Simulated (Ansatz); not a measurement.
A nudged elastic band was laid between two geometries of H₄O₂Si (7 atoms, charge 0, multiplicity 1).

Computed with RKS r2SCAN-D4/def2-SVP (Ansatz).

```
movable images  : 5
climbing image  : yes
spring          : 5.0 eV/Å²
optimiser       : quadratic models (default)
start path      : through a guess of the saddle point
force threshold : 0.05 eV/Å
iteration limit : 60
end points      : relaxed
```

Initial state:

```xyz
7
Properties=species:S:1:pos:R:3
Si 0.270 -0.018 0.035
O 0.536 -0.045 1.673
H -0.216 -0.200 2.255
H 1.616 0.114 -0.562
O -0.626 1.288 -0.470
H -1.577 1.166 -0.568
H -0.435 -1.268 -0.399
```

Final state:

```xyz
7
Properties=species:S:1:pos:R:3
Si 0.024 -0.269 -0.798
O 0.730 0.190 1.243
H 0.614 -0.604 1.788
H 1.687 0.336 1.201
O -0.815 1.182 -0.989
H -1.630 1.283 -0.482
H -1.043 -1.079 0.000
```

**Question.** What changes between the two ends?

**Answer.** Bonds broken: Si1–O2, Si1–H4. Bonds formed: O2–H4.

**Question.** Give the energies along the band, and the barrier.

**Answer.** The run converged. The highest image is number 4 of 0 to 6, 3.30 eV above the first end and 0.82 eV above the last; the last end lies 2.47 eV above the first. Neighbouring images differ by up to 2.1 eV, so the band resolves the path poorly. A vibrational analysis at the climbing image gives one clearly imaginary mode, 1331i cm⁻¹: a first-order saddle point. The orbitals stay closed-shell, which can raise the energy where a bond breaks towards radicals; this wasn't checked here.

```tsv
image	path coordinate (Å)	energy (eV)	Si1–O2 (Å)	Si1–H4 (Å)	O2–H4 (Å)
0	0.00	0.00	1.66	1.48	2.49
1	0.67	0.00	1.66	1.48	2.60
2	1.34	0.03	1.66	1.49	2.57
3	2.01	1.16	1.70	1.48	1.99
4	2.69	3.30	1.95	1.62	1.28
5	3.22	2.63	2.18	2.18	0.98
6	3.76	2.47	2.21	2.67	0.97
```

**Question.** What is the geometry of the highest image?

**Answer.** 
```xyz
7
Properties=species:S:1:pos:R:3
Si 0.154 -0.050 -0.386
O 0.603 0.246 1.486
H 0.583 -0.589 1.987
H 1.470 0.074 0.558
O -0.739 1.284 -0.826
H -1.683 1.278 -0.624
H -0.820 -1.204 -0.231
```

Run time: 4.1 min on 1 thread of Arm Neoverse V1, on a shared host, peak memory 0.11 GiB.
